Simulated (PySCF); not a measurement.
# Boron: a sound run and one with changed settings

Sound run: B [He] 2s2 2p1, B⁺ [He] 2s2. Computed with PySCF 2.14 in jorge-DZP-DKH (4s2p1d, 15 functions), with the spin-free X2C one-electron Hamiltonian (Gaussian nucleus). In the sound run the correlated levels freeze 1s2. The sound run starts from symmetry-adapted Hartree-Fock orbitals and uses a fine grid where one is needed.

Changed run: basis STO-3G, all-electron and non-relativistic. This setting is unsound on purpose.

| species | method | sound run (hartree) | changed run (hartree) | converged |
| --- | --- | --- | --- | --- |
| B | UHF | -24.53694 | -24.14899 | yes |
| B | TPSS | -24.67269 | -24.28925 | yes |
| B | r2SCAN | -24.64151 | -24.25157 | yes |
| B | MP2 | -24.57414 | -24.16765 | yes |
| B | CCSD(T) | -24.59689 | -24.18899 | yes |
| B⁺ | UHF | -24.24193 | -23.94847 | yes |
| B⁺ | TPSS | -24.35101 | -24.05646 | yes |
| B⁺ | r2SCAN | -24.31980 | -24.02159 | yes |
| B⁺ | MP2 | -24.27514 | -23.97788 | yes |
| B⁺ | CCSD(T) | -24.30112 | -24.00944 | yes |

Ionisation energy of B:

```csv
method,sound run (eV),changed run (eV)
UHF,8.028,5.456
TPSS,8.753,6.335
r2SCAN,8.754,6.258
MP2,8.136,5.164
SCS-MP2,8.099,5.105
CCSD,8.027,4.886
CCSD(T),8.048,4.886
```

A minimal basis cannot let orbitals breathe on ionisation and holds almost no correlation. The Hamiltonian changed with the basis, so the totals do not compare.

For comparison, NIST gives 8.298 eV between the lowest levels.
